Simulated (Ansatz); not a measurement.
Geometry optimisation, RKS PBE/def2-TZVP (Ansatz 0.2.0).

Input file:

```yaml
crystal:
  periodic: [false, false, false]
  atoms:
    - { symbol: Al, position_ang: [0.020517, 0.237126, -0.040685] }
    - { symbol: H, position_ang: [-0.28398, 0.363641, 1.494363] }
    - { symbol: H, position_ang: [1.475617, 0.168604, -0.667438] }
    - { symbol: Cl, position_ang: [-1.637368, 0.27022, -1.356509] }
    - { symbol: "N", position_ang: [-0.379483, -2.48577, 1.408622] }
    - { symbol: H, position_ang: [-1.056637, -2.626216, 0.653111] }
    - { symbol: H, position_ang: [0.561433, -2.71519, 1.079256] }
    - { symbol: H, position_ang: [-0.407599, -1.490215, 1.71708] }
basis:
  gaussian: { orbitals: def2-TZVP }
hamiltonian:
  xc: pbe
relax:
  f_tol: 0.03
  max_steps: 50
```

Launched with:

```bash
$ ansatz run input.yaml --threads 4 --pin off --max-ram 5120MiB --backend cpu --events-out ev --progress --plain --runs-dir out
```

Question: Where does it end, and by what steps?

Answer: It converged. After 9 steps the energy has fallen by 1.169 eV; N5 moved furthest, 0.70 Å. Joined: Al1–N5 (3.11 → 2.08 Å).

| step | energy less start (eV) | largest force component (eV/Å) | accepted |
| --- | --- | --- | --- |
| 0 | 0.0000 | 0.791 | yes |
| 1 | -0.0628 | 1.118 | yes |
| 2 | -0.1418 | 1.421 | yes |
| 3 | -0.2291 | 1.398 | yes |
| 4 | -0.2876 | 1.402 | yes |
| 5 | -0.6392 | 1.522 | yes |
| 6 | -1.0147 | 1.735 | yes |
| 7 | -1.1470 | 0.667 | yes |
| 8 | -1.1658 | 0.155 | yes |
| 9 | -1.1686 | 0.028 | yes |

```xyz
8
Properties=species:S:1:pos:R:3
Al -0.002 -0.045 0.195
H -0.241 0.878 1.480
H 1.446 -0.187 -0.475
Cl -1.659 -0.112 -1.202
N -0.266 -1.949 0.981
H -1.047 -2.384 0.477
H 0.562 -2.538 0.855
H -0.500 -1.942 1.978
```

Whether the end is a true minimum wasn't checked by a vibrational analysis.

The run took 11 s on 4 threads of Arm Neoverse V2, on a shared host, peak memory 0.22 GiB.
